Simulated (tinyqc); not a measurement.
UKS/LDA (PW92) in the sto-6g basis, for H2O, spin multiplicity 3, step by step (part 2 of 3). Computed by tinyqc, a small Python program that keeps every step (integrals from PySCF). Command: `OMP_NUM_THREADS=1 python tinyqc.py 28525 28526 out.jsonl` (the two numbers bound the seeds that draw the settings). One thread of a shared host (Intel(R) Xeon(R) Processor @ 2.60GHz), about 2 s of CPU time with the checks.

Geometry (angstrom):
```
atom        x         y        z
O     0.00000   0.00000  0.00000
H     0.00000   0.80800  0.68300
H     0.00000  -0.80800  0.68300
```

## Iteration 2: exchange-correlation on the grid

D(alpha) after iteration 1:
```
           1O 1s     1O 2s    1O 2px    1O 2py    1O 2pz     2H 1s     3H 1s
1O 1s    1.06187  -0.28781   0.00120  -0.02438  -0.02188   0.08848   0.01477
1O 2s   -0.28781   1.40624  -0.00879   0.17813   0.17664  -0.68302  -0.14442
1O 2px   0.00120  -0.00879   0.99938   0.01253  -0.00560  -0.00884   0.02905
1O 2py  -0.02438   0.17813   0.01253   0.97881   0.11343  -0.24891  -0.16071
1O 2pz  -0.02188   0.17664  -0.00560   0.11343   1.08760  -0.38081  -0.03784
2H 1s    0.08848  -0.68302  -0.00884  -0.24891  -0.38081   1.31520   0.28254
3H 1s    0.01477  -0.14442   0.02905  -0.16071  -0.03784   0.28254   0.07664
```

D(beta) after iteration 1:
```
           1O 1s     1O 2s    1O 2px    1O 2py    1O 2pz     2H 1s     3H 1s
1O 1s    1.05388  -0.23290   0.02723   0.00166   0.02105  -0.00635  -0.00645
1O 2s   -0.23290   1.02101  -0.10758  -0.00746  -0.11043   0.00536   0.00796
1O 2px   0.02723  -0.10758   0.08330  -0.03451  -0.23043  -0.03128  -0.01725
1O 2py   0.00166  -0.00746  -0.03451   0.82636  -0.01493   0.13161  -0.12651
1O 2pz   0.02105  -0.11043  -0.23043  -0.01493   0.84853   0.08332   0.07669
2H 1s   -0.00635   0.00536  -0.03128   0.13161   0.08332   0.02995  -0.01232
3H 1s   -0.00645   0.00796  -0.01725  -0.12651   0.07669  -0.01232   0.02618
```

Becke grid with 10 radial and 86 angular points per atom, points of zero weight dropped. rho = sum D_ij phi_i phi_j; V_xc,ij = sum w v_xc phi_i phi_j; v_xc is d(rho eps)/d rho(s) for spin s.

The 8 grid points with the largest w rho, of 2576 (bohr, atomic units):
```
x                y         z        w  rho(alpha)  rho(beta)    eps_xc  v_xc(alpha)
0.00000   -0.44561  -1.10417  0.13475     0.16729    0.15694  -0.56963     -0.75229
0.44561    0.00000  -1.10417  0.13476     0.16556    0.15835  -0.56940     -0.75030
0.22512   -0.82676  -0.82676  0.13528     0.16520    0.15598  -0.56794     -0.74948
0.00000    0.44561  -1.10417  0.13475     0.16270    0.15868  -0.56799     -0.74669
0.22512    0.82676  -0.82676  0.13528     0.16230    0.15578  -0.56619     -0.74572
0.00000    0.00000  -1.19069  0.13169     0.16556    0.15892  -0.56970     -0.75039
-0.22512   0.82676  -0.82676  0.13528     0.16160    0.14940  -0.56235     -0.74381
-0.22512  -0.82676  -0.82676  0.13528     0.16578    0.14504  -0.56251     -0.74849
```

electrons on the grid, sum of w rho = 10.00821

E_xc = sum of w rho eps_xc = -9.1800254 hartree

V_xc(alpha) (hartree):
```
           1O 1s     1O 2s    1O 2px    1O 2py    1O 2pz     2H 1s     3H 1s
1O 1s   -2.95322  -0.38129   0.00025  -0.00114  -0.00098  -0.07966  -0.07951
1O 2s   -0.38129  -0.83847   0.00219  -0.00797  -0.01023  -0.28258  -0.26389
1O 2px   0.00025   0.00219  -0.82930  -0.00020   0.00222   0.00090   0.00081
1O 2py  -0.00114  -0.00797  -0.00020  -0.84233  -0.00576  -0.17721   0.15012
1O 2pz  -0.00098  -0.01023   0.00222  -0.00576  -0.84342  -0.15153  -0.13275
2H 1s   -0.07966  -0.28258   0.00090  -0.17721  -0.15153  -0.54536  -0.10537
3H 1s   -0.07951  -0.26389   0.00081   0.15012  -0.13275  -0.10537  -0.37583
```

V_xc(beta) (hartree):
```
           1O 1s     1O 2s    1O 2px    1O 2py    1O 2pz     2H 1s     3H 1s
1O 1s   -2.92527  -0.36568   0.00243   0.00002   0.00130  -0.07676  -0.07677
1O 2s   -0.36568  -0.76386   0.01929  -0.00044   0.00325  -0.24847  -0.24428
1O 2px   0.00243   0.01929  -0.71238   0.00317   0.02096   0.00757   0.00668
1O 2py   0.00002  -0.00044   0.00317  -0.79110   0.00010  -0.15107   0.14535
1O 2pz   0.00130   0.00325   0.02096   0.00010  -0.78794  -0.12719  -0.12299
2H 1s   -0.07676  -0.24847   0.00757  -0.15107  -0.12719  -0.40248  -0.09239
3H 1s   -0.07677  -0.24428   0.00668   0.14535  -0.12299  -0.09239  -0.35576
```

## Iteration 2: building the Kohn-Sham matrix

core Hamiltonian H = T + V (hartree):
```
            1O 1s     1O 2s    1O 2px    1O 2py    1O 2pz     2H 1s     3H 1s
1O 1s   -32.93146  -7.27853   0.00000   0.00000  -0.01736  -1.39406  -1.39406
1O 2s    -7.27853  -9.15084   0.00000   0.00000  -0.19890  -3.13903  -3.13903
1O 2px    0.00000   0.00000  -7.39544   0.00000   0.00000   0.00000   0.00000
1O 2py    0.00000   0.00000   0.00000  -7.51145   0.00000  -1.71893   1.71893
1O 2pz   -0.01736  -0.19890   0.00000   0.00000  -7.47834  -1.51289  -1.51289
2H 1s    -1.39406  -3.13903   0.00000  -1.71893  -1.51289  -4.70128  -1.29551
3H 1s    -1.39406  -3.13903   0.00000   1.71893  -1.51289  -1.29551  -4.70128
```

nuclear repulsion = 8.3301804 hartree

Given earlier and not repeated: Two-electron integrals (ij|kl) in chemists' order.

J_ij = sum D_kl (ij|kl) with D = D(alpha) + D(beta); F = H + J + V_xc; E = tr D H + tr D J / 2 + E_xc + E_nn.

Coulomb J (hartree):
```
           1O 1s     1O 2s    1O 2px    1O 2py    1O 2pz     2H 1s     3H 1s
1O 1s   17.75796   3.16442  -0.00812   0.00815   0.00628   0.61992   0.61908
1O 2s    3.16442   8.31060  -0.04252   0.06799   0.07088   2.84931   2.78252
1O 2px  -0.00812  -0.04252   8.24071  -0.00283  -0.02275  -0.01483  -0.01383
1O 2py   0.00815   0.06799  -0.00283   8.34848   0.02063   1.74472  -1.63827
1O 2pz   0.00628   0.07088  -0.02275   0.02063   8.34260   1.48013   1.42574
2H 1s    0.61992   2.84931  -0.01483   1.74472   1.48013   5.01214   1.17449
3H 1s    0.61908   2.78252  -0.01383  -1.63827   1.42574   1.17449   4.62873
```

F(alpha) (hartree):
```
            1O 1s     1O 2s    1O 2px    1O 2py    1O 2pz     2H 1s     3H 1s
1O 1s   -18.12671  -4.49540  -0.00787   0.00700  -0.01205  -0.85381  -0.85450
1O 2s    -4.49540  -1.67871  -0.04033   0.06002  -0.13826  -0.57229  -0.62040
1O 2px   -0.00787  -0.04033   0.01597  -0.00304  -0.02052  -0.01393  -0.01302
1O 2py    0.00700   0.06002  -0.00304  -0.00530   0.01487  -0.15142   0.23078
1O 2pz   -0.01205  -0.13826  -0.02052   0.01487   0.02084  -0.18429  -0.21990
2H 1s    -0.85381  -0.57229  -0.01393  -0.15142  -0.18429  -0.23450  -0.22639
3H 1s    -0.85450  -0.62040  -0.01302   0.23078  -0.21990  -0.22639  -0.44839
```

F(beta) (hartree):
```
            1O 1s     1O 2s    1O 2px    1O 2py    1O 2pz     2H 1s     3H 1s
1O 1s   -18.09877  -4.47979  -0.00570   0.00817  -0.00977  -0.85091  -0.85176
1O 2s    -4.47979  -1.60411  -0.02323   0.06755  -0.12477  -0.53819  -0.60079
1O 2px   -0.00570  -0.02323   0.13289   0.00034  -0.00179  -0.00726  -0.00715
1O 2py    0.00817   0.06755   0.00034   0.04593   0.02073  -0.12529   0.22601
1O 2pz   -0.00977  -0.12477  -0.00179   0.02073   0.07633  -0.15995  -0.21014
2H 1s    -0.85091  -0.53819  -0.00726  -0.12529  -0.15995  -0.09162  -0.21341
3H 1s    -0.85176  -0.60079  -0.00715   0.22601  -0.21014  -0.21341  -0.42832
```

total energy of this density = -74.7999606 hartree

## Iteration 2: DIIS over 2 matrices

error matrix X^T (FDS - SDF) X (alpha):
```
          1         2         3         4         5         6         7
1   0.00000   0.00414   0.00093  -0.00452   0.00211   0.00748  -0.03087
2  -0.00414   0.00000  -0.00287  -0.02806   0.01162  -0.00809   0.07164
3  -0.00093   0.00287   0.00000  -0.00944   0.00407   0.00337  -0.00533
4   0.00452   0.02806   0.00944   0.00000   0.00157   0.05953  -0.28755
5  -0.00211  -0.01162  -0.00407  -0.00157   0.00000  -0.02512   0.12316
6  -0.00748   0.00809  -0.00337  -0.05953   0.02512   0.00000   0.06910
7   0.03087  -0.07164   0.00533   0.28755  -0.12316  -0.06910   0.00000
```

B (overlaps of the stored error matrices):
```
                1               2
1   5.7117029e+01  -1.1547776e-01
2  -1.1547776e-01   5.9182991e-01
```

Minimise |sum c_i e_i|^2 with sum c_i = 1: solve [B -1; -1 0][c; lambda] = [0; -1] with B_ij = tr e_i^T e_j summed over both spins, and take F = sum c_i F_i.

DIIS coefficients: 0.01221  0.98779

extrapolated F(alpha) (hartree):
```
            1O 1s     1O 2s    1O 2px    1O 2py    1O 2pz     2H 1s     3H 1s
1O 1s   -18.14405  -4.49888  -0.00738   0.00683  -0.01185  -0.85447  -0.85515
1O 2s    -4.49888  -1.68725  -0.03812   0.05915  -0.13610  -0.57440  -0.62179
1O 2px   -0.00738  -0.03812   0.00790  -0.00315  -0.02015  -0.01333  -0.01238
1O 2py    0.00683   0.05915  -0.00315  -0.01390   0.01469  -0.15276   0.23095
1O 2pz   -0.01185  -0.13610  -0.02015   0.01469   0.01188  -0.18457  -0.21963
2H 1s    -0.85447  -0.57440  -0.01333  -0.15276  -0.18457  -0.23523  -0.22659
3H 1s    -0.85515  -0.62179  -0.01238   0.23095  -0.21963  -0.22659  -0.44557
```

extrapolated F(beta) (hartree):
```
            1O 1s     1O 2s    1O 2px    1O 2py    1O 2pz     2H 1s     3H 1s
1O 1s   -18.11580  -4.48318  -0.00529   0.00799  -0.00968  -0.85156  -0.85239
1O 2s    -4.48318  -1.61195  -0.02176   0.06640  -0.12343  -0.54036  -0.60196
1O 2px   -0.00529  -0.02176   0.12474   0.00050  -0.00148  -0.00680  -0.00673
1O 2py    0.00799   0.06640   0.00050   0.03846   0.02024  -0.12681   0.22590
1O 2pz   -0.00968  -0.12343  -0.00148   0.02024   0.06843  -0.16053  -0.20990
2H 1s    -0.85156  -0.54036  -0.00680  -0.12681  -0.16053  -0.09381  -0.21366
3H 1s    -0.85239  -0.60196  -0.00673   0.22590  -0.20990  -0.21366  -0.42535
```

## Iteration 2: diagonalisation and new density

X:
```
           1O 1s     1O 2s   1O 2px    1O 2py    1O 2pz     2H 1s     3H 1s
1O 1s    1.02248  -0.13425  0.00000   0.00000  -0.00795   0.01805   0.01805
1O 2s   -0.13425   1.17876  0.00000   0.00000   0.08606  -0.24113  -0.24113
1O 2px   0.00000   0.00000  1.00000   0.00000   0.00000   0.00000   0.00000
1O 2py   0.00000   0.00000  0.00000   1.07880   0.00000  -0.18562   0.18562
1O 2pz  -0.00795   0.08606  0.00000   0.00000   1.04691  -0.13187  -0.13187
2H 1s    0.01805  -0.24113  0.00000  -0.18562  -0.13187   1.15129  -0.07558
3H 1s    0.01805  -0.24113  0.00000   0.18562  -0.13187  -0.07558   1.15129
```

Diagonalise F' = X^T F X, C = X C', fill 6 alpha and 4 beta electrons from the bottom; D(s) = C_occ C_occ^T. Each column has its largest component positive (the first on a tie).

F' = X^T F X (alpha) (hartree):
```
           1         2         3         4         5         6         7
1  -17.82201  -2.37894  -0.00273   0.00076  -0.02487  -0.12928  -0.12652
2   -2.37894  -0.75460  -0.03948   0.05375  -0.01482  -0.28029  -0.27117
3   -0.00273  -0.03948   0.00790  -0.00322  -0.02093  -0.00211  -0.00212
4    0.00076   0.05375  -0.00322   0.12966   0.00848  -0.22845   0.24846
5   -0.02487  -0.01482  -0.02093   0.00848   0.09666  -0.17407  -0.18632
6   -0.12928  -0.28029  -0.00211  -0.22845  -0.17407   0.04386  -0.06812
7   -0.12652  -0.27117  -0.00212   0.24846  -0.18632  -0.06812  -0.17510
```

orbital energies (alpha) (hartree): MO1 -18.15045, MO2 -0.71825, MO3 -0.27382, MO4 -0.08001, MO5 0.00835, MO6 0.30196, MO7 0.43858

coefficients C (alpha):
```
             MO1       MO2       MO3       MO4       MO5       MO6       MO7
1O 1s    0.99502  -0.20236   0.07298  -0.13688   0.01053  -0.07878   0.05312
1O 2s    0.02278   0.72405  -0.32945   0.70989  -0.02880   0.53144  -0.33269
1O 2px   0.00045   0.04828  -0.03960   0.03926   0.99435  -0.07024   0.02981
1O 2py  -0.00050  -0.08710  -0.44575  -0.20312  -0.01016  -0.44290  -0.88821
1O 2pz   0.00312   0.16329   0.02159  -0.56147   0.08320   0.83097  -0.31376
2H 1s   -0.00511   0.13577  -0.45084  -0.45120  -0.05764  -0.31516   0.95579
3H 1s   -0.00540   0.33320   0.63325  -0.37458  -0.02412  -0.82170  -0.33665
```

F' = X^T F X (beta) (hartree):
```
           1         2         3         4         5         6         7
1  -17.79543  -2.37485  -0.00272   0.00129  -0.02400  -0.12953  -0.12696
2   -2.37485  -0.67224  -0.02181   0.05998   0.00071  -0.29621  -0.27185
3   -0.00272  -0.02181   0.12474   0.00055  -0.00159  -0.00206  -0.00180
4    0.00129   0.05998   0.00055   0.18285   0.01240  -0.23444   0.25117
5   -0.02400   0.00071  -0.00159   0.01240   0.15415  -0.17676  -0.18791
6   -0.12953  -0.29621  -0.00206  -0.23444  -0.17676   0.20151  -0.07234
7   -0.12696  -0.27185  -0.00180   0.25117  -0.18791  -0.07234  -0.15785
```

orbital energies (beta) (hartree): MO1 -18.12178, MO2 -0.65573, MO3 -0.21172, MO4 -0.01045, MO5 0.12558, MO6 0.35442, MO7 0.55741

coefficients C (beta):
```
             MO1       MO2       MO3       MO4       MO5       MO6       MO7
1O 1s    0.99519  -0.19552   0.10598  -0.11891   0.01083   0.07330   0.06866
1O 2s    0.02199   0.69276  -0.48518   0.61826  -0.04612  -0.49114  -0.43566
1O 2px   0.00031   0.02266  -0.02299   0.05333   0.99781   0.02060   0.00848
1O 2py  -0.00058  -0.10326  -0.42457  -0.30613   0.00357   0.58109  -0.78130
1O 2pz   0.00288   0.15180   0.05525  -0.59872   0.04913  -0.77371  -0.39072
2H 1s   -0.00486   0.10790  -0.36451  -0.42614  -0.00080   0.18890   1.03908
3H 1s   -0.00521   0.39076   0.66087  -0.29530   0.00642   0.84849  -0.21176
```

D(alpha) after iteration 2:
```
           1O 1s     1O 2s    1O 2px    1O 2py    1O 2pz     2H 1s     3H 1s
1O 1s    1.06139  -0.28724  -0.00158   0.04718  -0.01610   0.02052   0.08918
1O 2s   -0.28724   1.42051   0.00992  -0.29550   0.15182  -0.23941  -0.66940
1O 2px  -0.00158   0.00992   0.99911   0.02648   0.00935  -0.02849   0.01004
1O 2py   0.04718  -0.29550   0.02648   0.44381  -0.27868   0.42096   0.12897
1O 2pz  -0.01610   0.15182   0.00935  -0.27868   1.03983  -0.00092  -0.40644
2H 1s    0.02052  -0.23941  -0.02849   0.42096  -0.00092   0.52795   0.18914
3H 1s    0.08918  -0.66940   0.01004   0.12897  -0.40644   0.18914   1.32815
```

D(beta) after iteration 2:
```
           1O 1s     1O 2s    1O 2px    1O 2py    1O 2pz     2H 1s     3H 1s
1O 1s    1.05401  -0.23850  -0.01290   0.01101   0.05024  -0.01389   0.02357
1O 2s   -0.23850   1.09805   0.05983  -0.05482  -0.29174  -0.01197  -0.23263
1O 2px  -0.01290   0.05983   0.00389  -0.00891  -0.02976  -0.01191  -0.02209
1O 2py   0.01101  -0.05482  -0.00891   0.28463   0.14415   0.27407  -0.23053
1O 2pz   0.05024  -0.29174  -0.02976   0.14415   0.38457   0.25137   0.27261
2H 1s   -0.01389  -0.01197  -0.01191   0.27407   0.25137   0.32613  -0.07287
3H 1s    0.02357  -0.23263  -0.02209  -0.23053   0.27261  -0.07287   0.67667
```

## Iteration 14 (converged): orbitals

converged F(alpha) (hartree):
```
            1O 1s     1O 2s    1O 2px    1O 2py    1O 2pz     2H 1s     3H 1s
1O 1s   -18.67946  -4.61146   0.00000   0.00000  -0.00929  -0.87616  -0.87616
1O 2s    -4.61146  -1.95905   0.00000   0.00000  -0.09427  -0.65710  -0.65710
1O 2px    0.00000   0.00000  -0.26850   0.00000   0.00000   0.00000   0.00000
1O 2py    0.00000   0.00000   0.00000  -0.28773   0.00000  -0.21888   0.21888
1O 2pz   -0.00929  -0.09427   0.00000   0.00000  -0.25331  -0.20863  -0.20863
2H 1s    -0.87616  -0.65710   0.00000  -0.21888  -0.20863  -0.33454  -0.23559
3H 1s    -0.87616  -0.65710   0.00000   0.21888  -0.20863  -0.23559  -0.33454
```

converged F(beta) (hartree):
```
            1O 1s     1O 2s    1O 2px    1O 2py    1O 2pz     2H 1s     3H 1s
1O 1s   -18.64488  -4.59245   0.00000   0.00000  -0.00479  -0.87263  -0.87263
1O 2s    -4.59245  -1.87077   0.00000   0.00000  -0.07218  -0.62964  -0.62964
1O 2px    0.00000   0.00000  -0.13235   0.00000   0.00000   0.00000   0.00000
1O 2py    0.00000   0.00000   0.00000  -0.23314   0.00000  -0.20591   0.20591
1O 2pz   -0.00479  -0.07218   0.00000   0.00000  -0.17940  -0.19169  -0.19169
2H 1s    -0.87263  -0.62964   0.00000  -0.20591  -0.19169  -0.27375  -0.22444
3H 1s    -0.87263  -0.62964   0.00000   0.20591  -0.19169  -0.22444  -0.27375
```

As before.

F' = X^T F X (alpha) (hartree):
```
           1         2         3         4         5         6         7
1  -18.35673  -2.39633   0.00000   0.00000  -0.02511  -0.13279  -0.13279
2   -2.39633  -1.03532   0.00000   0.00000   0.01027  -0.28615  -0.28615
3    0.00000   0.00000  -0.26850   0.00000   0.00000   0.00000   0.00000
4    0.00000   0.00000   0.00000  -0.16636   0.00000  -0.22463   0.22463
5   -0.02511   0.01027   0.00000   0.00000  -0.18231  -0.16530  -0.16530
6   -0.13279  -0.28615   0.00000  -0.22463  -0.16530  -0.03871  -0.06932
7   -0.13279  -0.28615   0.00000   0.22463  -0.16530  -0.06932  -0.03871
```

orbital energies (alpha) (hartree): MO1 -18.68529, MO2 -0.90143, MO3 -0.40047, MO4 -0.29551, MO5 -0.26850, MO6 0.19985, MO7 0.26471

coefficients C (alpha):
```
             MO1       MO2       MO3       MO4      MO5       MO6       MO7
1O 1s    0.99528  -0.23424   0.00000   0.08667  0.00000   0.10604   0.00000
1O 2s    0.02160   0.90164   0.00000  -0.45432  0.00000  -0.71509   0.00000
1O 2px   0.00000   0.00000   0.00000   0.00000  1.00000   0.00000   0.00000
1O 2py   0.00000   0.00000   0.71273   0.00000  0.00000   0.00000   0.85133
1O 2pz   0.00281   0.12831   0.00000   0.79406  0.00000  -0.70091   0.00000
2H 1s   -0.00495   0.11543   0.36523   0.26839  0.00000   0.75435  -0.80850
3H 1s   -0.00495   0.11543  -0.36523   0.26839  0.00000   0.75435   0.80850
```

F' = X^T F X (beta) (hartree):
```
           1         2         3         4         5         6         7
1  -18.32419  -2.39123   0.00000   0.00000  -0.02320  -0.13327  -0.13327
2   -2.39123  -0.93691   0.00000   0.00000   0.03842  -0.29350  -0.29350
3    0.00000   0.00000  -0.13235   0.00000   0.00000   0.00000   0.00000
4    0.00000   0.00000   0.00000  -0.10980   0.00000  -0.22880   0.22880
5   -0.02320   0.03842   0.00000   0.00000  -0.10485  -0.16932  -0.16932
6   -0.13327  -0.29350   0.00000  -0.22880  -0.16932   0.02498  -0.07229
7   -0.13327  -0.29350   0.00000   0.22880  -0.16932  -0.07229   0.02498
```

orbital energies (beta) (hartree): MO1 -18.65023, MO2 -0.81664, MO3 -0.34599, MO4 -0.23549, MO5 -0.13235, MO6 0.28910, MO7 0.33347

coefficients C (beta):
```
             MO1       MO2       MO3       MO4      MO5       MO6       MO7
1O 1s    0.99549  -0.23160   0.00000   0.08521  0.00000   0.11097   0.00000
1O 2s    0.02065   0.88708   0.00000  -0.45204  0.00000  -0.73452   0.00000
1O 2px   0.00000   0.00000   0.00000   0.00000  1.00000   0.00000   0.00000
1O 2py   0.00000   0.00000   0.71658   0.00000  0.00000   0.00000   0.84809
1O 2pz   0.00241   0.10040   0.00000   0.78786  0.00000  -0.71236   0.00000
2H 1s   -0.00467   0.13273   0.36156   0.27771  0.00000   0.74811  -0.81014
3H 1s   -0.00467   0.13273  -0.36156   0.27771  0.00000   0.74811   0.81015
```

D(alpha) after iteration 14:
```
           1O 1s     1O 2s   1O 2px    1O 2py    1O 2pz     2H 1s     3H 1s
1O 1s    1.06421  -0.30491  0.00000   0.00000  -0.03277   0.07129   0.07129
1O 2s   -0.30491   1.53119  0.00000   0.00000   0.25621  -0.55740  -0.55739
1O 2px   0.00000   0.00000  1.00000   0.00000   0.00000   0.00000   0.00000
1O 2py   0.00000   0.00000  0.00000   0.50798   0.00000   0.26031  -0.26031
1O 2pz  -0.03277   0.25621  0.00000   0.00000   1.13827  -0.30081  -0.30081
2H 1s    0.07129  -0.55740  0.00000   0.26031  -0.30081   0.78782   0.52104
3H 1s    0.07129  -0.55739  0.00000  -0.26031  -0.30081   0.52104   0.78782
```

D(beta) after iteration 14:
```
           1O 1s     1O 2s   1O 2px    1O 2py    1O 2pz     2H 1s     3H 1s
1O 1s    1.05190  -0.22340  0.00000   0.00000   0.04628  -0.01172  -0.01172
1O 2s   -0.22340   0.99167  0.00000   0.00000  -0.26703  -0.00789  -0.00789
1O 2px   0.00000   0.00000  0.00000   0.00000   0.00000   0.00000   0.00000
1O 2py   0.00000   0.00000  0.00000   0.51348   0.00000   0.25908  -0.25908
1O 2pz   0.04628  -0.26703  0.00000   0.00000   0.63082   0.23211   0.23211
2H 1s   -0.01172  -0.00789  0.00000   0.25908   0.23211   0.22548  -0.03597
3H 1s   -0.01172  -0.00789  0.00000  -0.25908   0.23211  -0.03597   0.22548
```
